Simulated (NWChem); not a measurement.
# C2H5O− (ethanolate) at 3 levels

We compute a comparison of 3 runs (B2PLYP/def2-SVPD, CAM-B3LYP/def2-SVPD, wB97X/def2-SVPD) of C2H5O− (ethanolate). 

The results are computed with NWChem 7.3.0.

## 1. The structure to begin with

C2H5O−: 8 atoms, total charge -1, spin state singlet. As SMILES, `CC[O-]`. Geometry: relaxed at PBE0-D4/def2-TZVPD.

Bond lengths: C1–C2 1.548 Å, C2–O3 1.325 Å, C1–H4 1.103 Å, C1–H5 1.097 Å, C1–H6 1.097 Å, C2–H7 1.138 Å, C2–H8 1.138 Å. Some angles: C1–C2–O3 114.4°, C1–C2–H7 104.5°, C1–C2–H8 104.5°, O3–C2–H7 114.8°, O3–C2–H8 114.8°, C2–C1–H4 112.2°, C2–C1–H5 109.5°, C2–C1–H6 109.5°, H7–C2–H8 102.5°, H4–C1–H5 108.9°.

## 2. A single-point energy at B2PLYP/def2-SVPD (run 1)

mol.nw reads:

```
start mol
title "C2H5O energy"
memory total 2200 mb
charge -1
geometry units angstrom noautosym nocenter noautoz
   C    -0.440680    0.576090   -0.258010
   C     0.455590   -0.573780    0.261950
   O     1.696460   -0.210870    0.553250
   H    -1.463760    0.234370   -0.488810
   H     0.003400    1.006710   -1.163790
   H    -0.492690    1.370710    0.496300
   H     0.369470   -1.383990   -0.532330
   H    -0.127780   -1.019260    1.131420
end
basis spherical bse
   C library def2-SVPD
   O library def2-SVPD
   H library def2-SVPD
end
dft
   xc hfexch 0.53 becke88 0.47 lyp 0.73 mp2 0.27
   dftmp2 semidirect
   grid fine
   convergence energy 1e-08
   maxiter 100
   mulliken
end
mp2
   freeze core 3
end
task dft energy
```

The run is started by

```bash
$ nwchem mol.nw > mol.out
```

Log:

```text
[...]
          Wavefunction type:  closed shell.
          No. of atoms     :     8
          No. of electrons :    26
[...]
          Charge           :    -1
          Spin multiplicity:     1
[...]
          AO basis - number of functions:   103
[...]
              XC Information
              --------------
                     Hartree-Fock (Exact) Exchange  0.530
                    Becke 1988 Exchange Functional  0.470
              Lee-Yang-Parr Correlation Functional  0.730
[...]
 d= 0,ls=0.0,diis     1   -153.8665892811 -2.28D+02  1.69D-02  9.23D-01     1.5
[...]
 d= 0,ls=0.0,diis    10   -153.9908971901 -2.10D-09  8.47D-07  4.84D-10    12.4
         Total DFT energy =     -153.990897190084
      One electron energy =     -362.482641601189
           Coulomb energy =      155.228411447867
    Exchange-Corr. energy =      -21.148289761963
 Nuclear repulsion energy =       74.411622725201
[...]
      Total Density - Mulliken Population Analysis
     ---------------------------------------------
    Atom       Charge   Shell Charges
 -----------   ------   -------------------------------------------------------
    1 C    6     5.88   1.99  0.94 -0.28  0.12  2.07  0.84  0.03  0.16
    2 C    6     5.82   1.99  0.93 -0.23  0.24  1.99  0.58  0.09  0.23
    3 O    8     8.92   1.99  1.07  0.75  0.09  2.82  1.86  0.31  0.01  0.01
    4 H    1     1.02   0.78  0.18  0.02  0.04
    5 H    1     1.06   0.77  0.21  0.02  0.06
    6 H    1     1.06   0.77  0.21  0.02  0.06
    7 H    1     1.12   0.79  0.24  0.02  0.06
    8 H    1     1.12   0.79  0.24  0.02  0.06
[...]
  Basis functions       =    103
[...]
```

It took 15 s on 1 thread of Intel Xeon 6975P-C (Granite Rapids), shared host; peak memory 0.29 GiB.

## 3. Energy and gradient at CAM-B3LYP/def2-SVPD (run 2)

mol.xyz reads:

```xyz
8
C2H5O
C     -0.440680     0.576090    -0.258010
C      0.455590    -0.573780     0.261950
O      1.696460    -0.210870     0.553250
H     -1.463760     0.234370    -0.488810
H      0.003400     1.006710    -1.163790
H     -0.492690     1.370710     0.496300
H      0.369470    -1.383990    -0.532330
H     -0.127780    -1.019260     1.131420
```

mol.nw reads:

```
start mol
title "C2H5O"
memory total 2200 mb
charge -1

geometry units angstrom noautosym nocenter noautoz
load format xyz mol.xyz
end

basis spherical bse
* library def2-SVPD
end

dft
xc xcamb88 1.00 lyp 0.81 vwn_5 0.19 hfexch 1.00
cam 0.33 cam_alpha 0.19 cam_beta 0.46
grid fine
convergence energy 1e-08
direct
maxiter 100
mulliken
end

task dft gradient
```

The run is started by

```bash
$ nwchem mol.nw > mol.out
```

Log:

```text
[...]
          Wavefunction type:  closed shell.
          No. of atoms     :     8
          No. of electrons :    26
[...]
          Charge           :    -1
          Spin multiplicity:     1
[...]
          AO basis - number of functions:   103
[...]
              XC Information
              --------------
                     Hartree-Fock (Exact) Exchange  1.000
                   CAM-Becke88 Exchange Functional  1.000
                      VWN V Correlation Functional  0.190 local
              Lee-Yang-Parr Correlation Functional  0.810
[...]
 d= 0,ls=0.0,diis     1   -154.1122960159 -2.29D+02  2.01D-02  1.06D+00     4.5
[...]
 d= 0,ls=0.0,diis    10   -154.2502664576 -5.70D-09  5.17D-06  1.97D-08    43.7
         Total DFT energy =     -154.250266457605
      One electron energy =     -362.475647752022
           Coulomb energy =      155.198816917694
    Exchange-Corr. energy =      -21.385058348478
 Nuclear repulsion energy =       74.411622725201
[...]
      Total Density - Mulliken Population Analysis
     ---------------------------------------------
    Atom       Charge   Shell Charges
 -----------   ------   -------------------------------------------------------
    1 C    6     5.74   1.98  0.95 -0.37  0.15  2.12  0.72  0.03  0.16
    2 C    6     5.89   1.98  0.94 -0.28  0.30  2.04  0.54  0.09  0.28
    3 O    8     8.80   1.99  1.08  0.70  0.09  2.84  1.75  0.32  0.01  0.02
    4 H    1     1.06   0.77  0.24  0.02  0.04
    5 H    1     1.10   0.77  0.26  0.02  0.05
    6 H    1     1.10   0.77  0.26  0.02  0.05
    7 H    1     1.15   0.79  0.28  0.02  0.06
    8 H    1     1.15   0.79  0.28  0.02  0.06
[...]
  wavefunction    = closed shell
[...]
                         DFT ENERGY GRADIENTS
    atom               coordinates                        gradient
                 x          y          z           x          y          z
   1 C      -0.832764   1.088652  -0.487568   -0.000575   0.001054  -0.000412
   2 C       0.860940  -1.084287   0.495014    0.005305   0.000497   0.001475
   3 O       3.205845  -0.398487   1.045491   -0.005724  -0.001129  -0.001463
   4 H      -2.766105   0.442895  -0.923717    0.002810   0.001168   0.000584
   5 H       0.006425   1.902406  -2.199244   -0.001532  -0.001133   0.002858
   6 H      -0.931049   2.590266   0.937871    0.000080  -0.002309  -0.002529
   7 H       0.698197  -2.615362  -1.005958   -0.000471   0.001139   0.000711
   8 H      -0.241469  -1.926122   2.138074    0.000107   0.000713  -0.001224
[...]
```

Run time: 70 s. Hardware: 1 thread of Intel Xeon 6975P-C (Granite Rapids), shared host; peak memory 0.12 GiB.

## 4. Energy and forces at wB97X/def2-SVPD (run 3)

run.py reads:

```python
from ase import Atoms
from ase.calculators.nwchem import NWChem

system = Atoms('CCOHHHHH', positions=[
    [-0.440680, 0.576090, -0.258010],
    [0.455590, -0.573780, 0.261950],
    [1.696460, -0.210870, 0.553250],
    [-1.463760, 0.234370, -0.488810],
    [0.003400, 1.006710, -1.163790],
    [-0.492690, 1.370710, 0.496300],
    [0.369470, -1.383990, -0.532330],
    [-0.127780, -1.019260, 1.131420],
])

calc = NWChem(
    label='input',
    theory='dft',
    memory='2200 mb',
    basis='def2-SVPD',
    basispar='spherical bse',
    charge=-1,
    dft={'xc': 'wb97x', 'mult': '1', 'grid': 'fine', 'convergence': 'energy 1e-08', 'iterations': '100', 'mulliken': None},
)
system.calc = calc

forces = system.get_forces()
print("Total energy (eV):", round(system.get_potential_energy(), 6))
print("forces (eV/A):")
for s, f in zip(system.symbols, forces):
    print(f"{s:2s} {f[0]:10.5f} {f[1]:10.5f} {f[2]:10.5f}")
print("dipole (e A):", system.get_dipole_moment().round(4))
```

The run is started by

```bash
$ export ASE_NWCHEM_COMMAND="nwchem PREFIX.nwi > PREFIX.nwo"
$ python run.py
```

Log:

```text
Total energy (eV): -4198.160671
forces (eV/A):
C     0.04551   -0.10804    0.03774
C    -0.32226   -0.01574   -0.09282
O     0.36073    0.07754    0.09081
H    -0.17977   -0.06047   -0.04052
H     0.09585    0.07677   -0.18445
H    -0.00725    0.15206    0.16033
H     0.02165   -0.07441   -0.04602
H    -0.01445   -0.04777    0.07487
dipole (e A): [-1.3261  0.1864 -0.4372]
```

The calculator wrote input.nwi:

```
title "input"

permanent_dir input

scratch_dir input

start input

geometry units angstrom nocenter noautosym noautoz
  C  -4.4068000000000002e-01 5.7608999999999999e-01 -2.5801000000000002e-01
  C  4.5558999999999999e-01 -5.7377999999999996e-01 2.6195000000000002e-01
  O  1.6964600000000001e+00 -2.1087000000000000e-01 5.5325000000000002e-01
  H  -1.4637600000000000e+00 2.3436999999999999e-01 -4.8881000000000002e-01
  H  3.3999999999999998e-03 1.0067100000000000e+00 -1.1637900000000001e+00
  H  -4.9269000000000002e-01 1.3707100000000001e+00 4.9630000000000002e-01
  H  3.6947000000000002e-01 -1.3839900000000001e+00 -5.3232999999999997e-01
  H  -1.2778000000000000e-01 -1.0192600000000001e+00 1.1314200000000001e+00
end

charge -1

memory 2200 mb

basis spherical bse noprint
   * library def2-SVPD
end

dft
  xc wb97x
  mult 1
  grid fine
  convergence energy 1e-08
  iterations 100
  mulliken
end

task dft gradient
```

input.nwo (excerpt; [...] marks lines left out):

```text
[...]
         Total DFT energy =     -154.279560317155
[...]
  wavefunction    = closed shell
[...]
                         DFT ENERGY GRADIENTS
    atom               coordinates                        gradient
                 x          y          z           x          y          z
   1 C      -0.832764   1.088652  -0.487568   -0.000885   0.002101  -0.000734
   2 C       0.860940  -1.084287   0.495014    0.006267   0.000306   0.001805
   3 O       3.205845  -0.398487   1.045491   -0.007015  -0.001508  -0.001766
[... 4 lines of this table left out ...]
   8 H      -0.241469  -1.926122   2.138074    0.000281   0.000929  -0.001456
[...]
```

It took 77 s on 1 thread of Intel Xeon 6975P-C (Granite Rapids), shared host; peak memory 0.12 GiB.

## 5. The series

| run | level | task | frozen core orbitals | energy (Eh) | HOMO energy (eV) | LUMO energy (eV) | HOMO–LUMO gap (eV) | wall time |
| --- | --- | --- | --- | --- | --- | --- | --- | --- |
| 1 | B2PLYP/def2-SVPD | energy | 3 | -154.164735 | -0.84 | 5.68 | 6.53 | 15 s |
| 2 | CAM-B3LYP/def2-SVPD | gradient | – | -154.250266 | -0.95 | 5.66 | 6.61 | 70 s |
| 3 | wB97X/def2-SVPD | gradient | – | -154.279560 | -1.93 | 6.77 | 8.70 | 77 s |

## 6. Results

| quantity | value |
| --- | --- |
| run 3: total energy | -154.27956 Eh |
| run 3: HOMO energy | -1.93 eV |
| run 3: LUMO energy | 6.77 eV |
| run 3: HOMO–LUMO gap (to an unbound level, set by the basis) | 8.70 eV |
| run 3: largest force on an atom | 0.380 eV/Å |

What this shows: The HOMO–LUMO gap runs from 6.53 eV (B2PLYP/def2-SVPD) to 8.70 eV (wB97X/def2-SVPD). The empty levels of an anion lie above zero and hang on the basis. A double hybrid's value is that of its SCF part. Totals of different functionals can't be ranked against each other. All runs together took 2.7 min, the longest 77 s.
